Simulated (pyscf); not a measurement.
Structures and frequencies: ωB97X-D3(BJ)/def2-SVP in PySCF.

Task: Estimate by transition-state theory the rate constant of `[NH2][B]([Cl])[Cl]` + `[SiH4]` → `[NH2][SiH3]` + `[Cl][BH][Cl]` (singlet surface; B–N, H–Si broken, N–Si, B–H formed) at 1200 K, with ωB97M-D3(BJ)/def2-TZVP energies (ideal gas, 1 atm, RRHO with modes under 100 cm⁻¹ raised to 100, one conformer, R ln 2 for chiral ones without a mode under 150 cm⁻¹; no tunnelling).

Result: The electronic barrier is 21.9 kcal/mol and the thermal terms add +45.0, so ΔG‡ = 66.9 kcal/mol. With k_BT/h = 2.50e+13 s⁻¹ and RT = 2.385 kcal/mol, and a volume of 1.64e-19 cm³ per molecule at 1 atm, k = 2.7e-18 cm³ molecule⁻¹ s⁻¹. Wigner's tunnelling factor for 216i cm⁻¹ would be 1.00. A shift of 1 kcal/mol in the barrier changes k by a factor 1.5. On the product side the descent ends in an adduct with a B–N contact (not fully relaxed), 25.8 kcal/mol under the separated species and 25.3 kcal/mol under the saddle at ωB97X-D3(BJ)/def2-TZVP. What is counted as broken (B–N) persists as a longer contact in the product adduct; parting that adduct is a step of its own. At ωB97X-D3(BJ)/def2-TZVP the barrier from the zero used here is 19.5 kcal/mol. One saddle was located; it need not be the lowest between these sides.
